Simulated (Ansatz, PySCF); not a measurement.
Process, species as SMILES: [SiH2] (SiH2) → [SiH2] (SiH2) as doublet, charge -1 (an electron is taken up)
Structures are relaxed separately at B3LYP-D3(BJ)/def2-TZVP in Ansatz (a program for electronic structure). Unstable Hartree-Fock reference: [SiH2] (SiH2). A spin state is the lowest found, not a proven ground state.

Property: adiabatic electron affinity (0 K, with B3LYP-D3(BJ) harmonic zero-point energies from PySCF), positive where the reaction releases energy, in eV. Valence correlation only, unless marked. UHF or UKS for open shells. Spin-orbit coupling is left out. No relativistic terms. Anions need diffuse functions: aug- sets have them; def2-D sets add few; the other sets have none. Basis-set limits of correlation are two-point, X^-3; Hartree-Fock from the larger set.

```json
[
 {"level": "HF-D3(BJ)/def2-TZVPD", "program": "PySCF + dftd3", "adiabatic electron affinity (eV)": "(withheld)"},
 {"level": "BLYP-D3(BJ)/def2-TZVPD", "program": "Ansatz + dftd3", "adiabatic electron affinity (eV)": "(withheld)"},
 {"level": "BP86/def2-TZVPD", "program": "PySCF", "adiabatic electron affinity (eV)": "(withheld)"},
 {"level": "TPSS-D4/def2-TZVPD", "program": "PySCF + dftd4", "adiabatic electron affinity (eV)": "1.16"},
 {"level": "r2SCANh-D4/def2-TZVPD", "program": "Ansatz + dftd4", "adiabatic electron affinity (eV)": "1.29"},
 {"level": "r2SCAN0-D4/def2-TZVPD", "program": "Ansatz + dftd4", "adiabatic electron affinity (eV)": "1.28"},
 {"level": "LC-wPBE-D3(BJ)/def2-TZVPD", "program": "Ansatz + dftd3", "adiabatic electron affinity (eV)": "1.21"},
 {"level": "B2PLYP-D3(BJ)/def2-TZVPD", "program": "Ansatz + dftd3", "adiabatic electron affinity (eV)": "0.93"},
 {"level": "B2PLYP/def2-TZVPD", "program": "Ansatz", "adiabatic electron affinity (eV)": "0.93"},
 {"level": "RPA@PBE/cc-pV(Q+d)Z", "program": "Ansatz", "adiabatic electron affinity (eV)": "1.21"},
 {"level": "SCS-MP2/aug-cc-pV(D+d)Z", "program": "Ansatz", "adiabatic electron affinity (eV)": "0.87"},
 {"level": "CCSD/cc-pwCVTZ", "program": "Ansatz", "adiabatic electron affinity (eV)": "(withheld)"},
 {"level": "CCSD/cc-pV(5+d)Z", "program": "Ansatz", "adiabatic electron affinity (eV)": "0.96"},
 {"level": "CCSD(T) with core electrons (1s frozen past Ne)/cc-pwCVTZ", "program": "Ansatz", "adiabatic electron affinity (eV)": "0.80"},
 {"level": "CCSD(T)/CBS(aug-cc-pV(T+d)Z,aug-cc-pV(Q+d)Z)", "program": "Ansatz", "adiabatic electron affinity (eV)": "1.09"}
]
```

What belongs in the gaps?


- HF-D3(BJ)/def2-TZVPD, adiabatic electron affinity (eV): 0.52
- BLYP-D3(BJ)/def2-TZVPD, adiabatic electron affinity (eV): 0.90
- BP86/def2-TZVPD, adiabatic electron affinity (eV): 1.23
- CCSD/cc-pwCVTZ, adiabatic electron affinity (eV): 0.76
